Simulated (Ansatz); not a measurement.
For grey tin (α-Sn), LDA (Ansatz, a program for electronic structure, plane waves, PAW) gives:

- lattice parameter a = 6.472 Å
- bulk modulus = 44.3 GPa
- cohesive energy = 3.95 eV/atom
- band gap at the measured cell = 0.00 eV

Task: What does r²SCAN0 (Ansatz, PAW) give for the same quantities?

Result: 
- lattice constant a: 6.503 Å (goes up by 0.5 %)
- bulk modulus: 48.4 GPa (rises by 9.3 %)
- cohesive energy: 3.20 eV/atom (drops by 0.75 eV/atom)
- band gap at the measured cell: 0.54 eV (increases by 0.54 eV)

For comparison: lattice constant a 6.477 Å (measured, static lattice: zero-point anharmonic expansion removed; as tabulated in Mejia-Rodriguez and Trickey (2018), arXiv:1807.09216); bulk modulus 42.8 GPa (measured, 0 K value with the zero-point phonon effect removed; as tabulated in Mejia-Rodriguez and Trickey (2018), arXiv:1807.09216); band gap 0 eV (measured, temperature not stated, not corrected to a static lattice; as tabulated in Das et al. (2018), arXiv:1807.05623).

Changes are worked out from the printed values.

Unless a cell is named, each level is at its own relaxed cell (LDA 33.89, r²SCAN0 34.38 Å³/atom).

Levels without +SOC leave out spin–orbit coupling, which shifts energies and cells of such heavy elements.

Spin–orbit coupling is included only where a level's name says +SOC; with heavier elements it mostly lowers gaps and can invert bands. A gap of zero means that the bands touch or overlap. Density-functional gaps are differences of (generalised) Kohn–Sham levels.

Ansatz's density-functional and Hartree–Fock values are scalar-relativistic unless marked +SOC, with PAW data made under PBE.
